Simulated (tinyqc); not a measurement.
Inside a calculation. Method: extended Hueckel theory, for BH-. The parameters take no account of the charge, which enters only through the electron count, and nothing here shows that the anion is bound. One step of it, computed by the program tinyqc.

Task: Mulliken analysis. P = C n C^T; charge = valence electrons (B 3, H 1) minus the sum of (P S)_ii on the atom; overlap population = 2 sum P_ij S_ij between two atoms.

coefficients:
```
             MO1        MO2       MO3        MO4        MO5
1B 2s   0.649190  -0.601280  0.000000   0.000000  -0.744815
1B 2px  0.000000   0.000000  0.534297   0.845297   0.000000
1B 2py  0.000000   0.000000  0.845297  -0.534297   0.000000
1B 2pz  0.043172   0.652405  0.000000   0.000000  -1.004175
2H 1s   0.513554   0.404322  0.000000   0.000000   1.160337
```

occupations: 2.000000  2.000000  0.500000  0.500000  0.000000

overlap S:
```
           1B 2s    1B 2px    1B 2py    1B 2pz     2H 1s
1B 2s   1.000000  0.000000  0.000000  0.000000  0.436375
1B 2px  0.000000  1.000000  0.000000  0.000000  0.000000
1B 2py  0.000000  0.000000  1.000000  0.000000  0.000000
1B 2pz  0.000000  0.000000  0.000000  1.000000  0.495732
2H 1s   0.436375  0.000000  0.000000  0.495732  1.000000
```

Give: charges; Overlap populations.

Result:

charges: 1B -0.7833, 2H -0.2167

Overlap populations:

| pair | value |
|---|---|
| 2-1 | 0.724613 |
